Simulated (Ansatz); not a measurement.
## What a trial cell of RhC3 relaxes into

Computed with DFT PBE, scalar-relativistic, plane waves, PAW (Ansatz 0.2.0). Cutoff 420 eV, Γ-centred k mesh, Gaussian smearing, no spin polarisation in the final step.

The start puts RhC3 on the TiAl3 (D0_22) structure type (I4/mmm, No. 139), with Rh in place of Ti, C in place of Al, at a guessed volume.

```yaml
crystal:
  lattice:
    - [-1.58669, 1.58669, 3.54429]
    - [1.58669, -1.58669, 3.54429]
    - [1.58669, 1.58669, -3.54429]
  atoms:
    - { symbol: Rh, position: [0.00000, 0.00000, 0.00000] }
    - { symbol: C, position: [0.50000, 0.50000, 0.00000] }
    - { symbol: C, position: [0.25000, 0.75000, 0.50000] }
    - { symbol: C, position: [0.75000, 0.25000, 0.50000] }
```

Cell and atoms relax at zero pressure; the relaxation can't lower the symmetry of the start.

The zero of energy is the elements' standard structures at the same level; no fitted shifts are applied.

Q: Describe the relaxed structure.

A: It keeps I4/mmm (No. 139). The result has the TiAl3 (D0_22) structure. Conventional cell: a = 3.447 Å, c = 5.823 Å. Around Rh lie 8 C at 2.26 Å and 4 C at 2.44 Å; C on Wyckoff site b (1 atom of the primitive cell) is coordinated by 8 C at 2.26 Å and 4 Rh at 2.44 Å; C on Wyckoff site d (2 atoms of the primitive cell) is coordinated by 4 C at 2.26 Å, 4 Rh at 2.26 Å and 4 C at 2.44 Å.

```
Rh C
1.0
    -1.72341    1.72341    2.91133
     1.72341   -1.72341    2.91133
     1.72341    1.72341   -2.91133
Rh C
1 3
Direct
  0.00000 0.00000 0.00000
  0.50000 0.50000 0.00000
  0.25000 0.75000 0.50000
  0.75000 0.25000 0.50000
```

Q: What are its volume, energy, density and gap?

A: The volume per atom is 8.65 Å³. The density is 6.67 g/cm³ and the energy over the elements is 2.90 eV/atom. The gap on the 20×20×20 mesh is 0 eV (a metal).

The final run used a 20×20×20 mesh on its 4-atom cell and 0.10 eV smearing. For metals, differences of a few meV/atom aren't resolved. A structure relaxed within its symmetry needn't be a true minimum.

Cost: 2 runs of about 5.7 core-minutes in all, on Intel Xeon Platinum 8488C (Sapphire Rapids) (shared hosts).